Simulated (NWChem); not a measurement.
System: P anion, triplet

The following NWChem deck was run.

```
start job
memory heap 200 mb stack 900 mb global 1100 mb
charge -1
geometry units angstroms noautoz
  P      0.000000     0.000000     0.000000
end
basis spherical
  * library def2-svp
end
dft
  odft
  mult 3
  xc b3lyp
  grid fine
  iterations 150
  mulliken
end
task dft gradient
```

Output (shortened):

```
             Northwest Computational Chemistry Package (NWChem) 7.3.0
             --------------------------------------------------------

                             Geometry "geometry" -> ""
                             -------------------------

 Output coordinates in angstroms (scale by  1.889725989 to convert to a.u.)

  No.       Tag          Charge          X              Y              Z
 ---- ---------------- ---------- -------------- -------------- --------------
    1 P                   15.0000     0.00000000     0.00000000     0.00000000

 Effective nuclear repulsion energy (a.u.)       0.0000000000

                                 NWChem DFT Module
                                 -----------------

 Summary of "ao basis" -> "ao basis" (spherical)
 ------------------------------------------------------------------------------
       Tag                 Description            Shells   Functions and Types
 ---------------- ------------------------------  ------  ---------------------
 P                          def2-svp                 8       18   4s3p1d

            General Information
            -------------------
          SCF calculation type: DFT
          Wavefunction type:  spin polarized.
          No. of atoms     :     1
          No. of electrons :    16
           Alpha electrons :     9
            Beta electrons :     7
          Charge           :    -1
          Spin multiplicity:     3
          Use of symmetry is: off; symmetry adaption is: off
          Maximum number of iterations: 150
          AO basis - number of functions:    18
                     number of shells:     8
          Convergence on energy requested:  1.00D-06
          Convergence on density requested:  1.00D-05
          Convergence on gradient requested:  5.00D-04

              XC Information
              --------------
                         B3LYP Method XC Potential
                     Hartree-Fock (Exact) Exchange  0.200
                        Slater Exchange Functional  0.800 local
                    Becke 1988 Exchange Functional  0.720 non-local
              Lee-Yang-Parr Correlation Functional  0.810
                  VWN I RPA Correlation Functional  0.190 local

             Grid Information
             ----------------
          Grid used for XC integration:  fine
          Radial quadrature: Mura-Knowles
          Angular quadrature: Lebedev.
          Tag              B.-S. Rad. Rad. Pts. Rad. Cut. Ang. Pts.
          ---              ---------- --------- --------- ---------
          P                   1.00      123           5.0       770
          Grid pruning is: on
          Number of quadrature shells:   123
          Spatial weights used:  Erf1

      Superposition of Atomic Density Guess
      -------------------------------------

 Sum of atomic energies:        -340.53766033

 Renormalizing density from      15.00 to     16

      Non-variational initial energy
      ------------------------------

 Total energy =    -353.607478
 1-e energy   =    -502.724578
 2-e energy   =     149.117100
 HOMO         =       0.266574
 LUMO         =       0.266574

     ---------------------------------------------
      Total Density - Mulliken Population Analysis
     ---------------------------------------------

    Atom       Charge   Shell Charges
 -----------   ------   -------------------------------------------------------
    1 P   15    16.00   2.00  1.97  0.75  1.28  5.83  0.63  3.53  0.00

     --------------------------------------------
      Spin Density - Mulliken Population Analysis
     --------------------------------------------

    Atom       Charge   Shell Charges
 -----------   ------   -------------------------------------------------------
    1 P   15     2.00   0.00 -0.00  0.00  0.00  0.01  0.21  1.77  0.00

   convergence    iter        energy       DeltaE   RMS-Dens  Diis-err
 ---------------- ----- ----------------- --------- --------- ---------
 d= 0,ls=0.0,diis     1   -340.9706286270 -3.41D+02  6.87D-02  4.69D-01
                                                     5.60D-02  3.72D-01
 d= 0,ls=0.0,diis     2   -341.1041336633 -1.34D-01  2.69D-02  9.05D-02
                                                     2.71D-02  6.95D-02
 d= 0,ls=0.0,diis     3   -341.1571411500 -5.30D-02  2.62D-03  8.68D-04
                                                     1.79D-03  3.96D-04
 d= 0,ls=0.0,diis     4   -341.1576385830 -4.97D-04  7.52D-05  3.86D-07
                                                     2.04D-04  1.41D-06
 d= 0,ls=0.0,diis     5   -341.1576408905 -2.31D-06  1.49D-05  1.05D-08
                                                     1.54D-05  3.59D-09
 d= 0,ls=0.0,diis     6   -341.1576409017 -1.11D-08  1.50D-06  8.72D-11
                                                     1.93D-06  1.13D-10

         Total DFT energy =     -341.157640901667
      One electron energy =     -476.696688600783
           Coulomb energy =      158.997364631768
    Exchange-Corr. energy =      -23.458316932652
 Nuclear repulsion energy =        0.000000000000

 Numeric. integr. density =       15.999999998772

                    DFT Final Alpha Molecular Orbital Analysis
                    ------------------------------------------

[...]

                         DFT ENERGY GRADIENTS

    atom               coordinates                        gradient
                 x          y          z           x          y          z
   1 P       0.000000   0.000000   0.000000   -0.000000  -0.000000   0.000000
```

Level: B3LYP/def2-SVP, spin-unrestricted. The open p shell is one determinant without spherical averaging. Sets without diffuse functions describe the anion's extra electron poorly. No stability test was run on the SCF state. The highest occupied level is positive, so the extra electron may be held by the finite basis. B3LYP is NWChem's, with the RPA form of VWN correlation.
